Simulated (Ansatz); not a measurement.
Results of revPBE (Ansatz, a first-principles code, plane waves, PAW) for rock-salt HfN.

Run with plane-wave cutoff 520 eV, 22×22×22 k mesh, Fermi–Dirac smearing 0.05 eV, scalar-relativistic PAW data made under PBE.

Computed points:

| V (Å³/atom) | E − E_lowest (meV/atom) | P (GPa) |
|---|---|---|
| 11.190 | 37.82 | 17.91 |
| 11.428 | 16.21 | 11.30 |
| 11.666 | 3.91 | 5.35 |
| 11.904 | 0.00 | 0.01 |
| 12.143 | 3.62 | -4.80 |
| 12.381 | 14.03 | -9.13 |
| 12.619 | 30.53 | -13.01 |

Problem. What bulk modulus B0 and pressure derivative B′ does a third-order Birch–Murnaghan fit give?

Solution. V0 = 11.905 Å³/atom, B0 = 253 GPa, B′ = 4.3 (fit to the energies at full precision).

Measured, for comparison: bulk modulus 260 GPa (room temperature, no zero-point or thermal correction, our sources range from 260 to 306; as tabulated in Synthesis of Binary Transition Metal Nitrides, Carbides and Borides from the …); equilibrium volume per atom 11.57 Å³/atom (room temperature, no zero-point or thermal correction; as tabulated in Seo, Lee, Wen, Petrov, Greene, Gall, J. Appl. Phys. 96, 878 (2004)). Computed (rounded) less measured: bulk modulus not scored (sources differ), equilibrium volume per atom +2.9 %.

Spin–orbit coupling is not included.

The computed numbers hold no vibrational or temperature effects.
